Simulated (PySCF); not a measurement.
Working out the ionisation energy of Ar

Ar [Ar] (1S) → Ar+ [Ne] 3s2 3p5 (2P). Computed with PySCF 2.14 in aug-cc-pVQZ-DK (7s6p4d3f2g, 84 functions), with scalar relativity by spin-free X2C-1e. Frozen: [Ne]. Energies in hartree (1 hartree = 27.21139 eV):

| part | Ar (lower) | Ar+ (upper) |
| --- | --- | --- |
| UHF | -528.625855 | -528.091810 |
| MP2 opposite-spin | -0.177467 | -0.144603 |
| MP2 same-spin | -0.054861 | -0.040139 |

What does Hartree-Fock give?

(-528.091810) − (-528.625855) = 0.534045 hartree = 14.532 eV.

What do MP2 and SCS-MP2 (6/5 opposite-spin, 1/3 same-spin) give?

The opposite-spin parts differ by 0.894 eV and the same-spin parts by 0.401 eV. MP2: 14.532 + (0.894) + (0.401) = 15.827 eV. SCS-MP2: 14.532 + 1.2 × (0.894) + (0.401)/3 = 15.738 eV.

Measured between the centres of the two terms (NIST): 15.819 eV, so MP2 (valence) is off by 0.008 eV.

What remains against the reference includes basis incompleteness, the frozen core and correlation beyond second order.
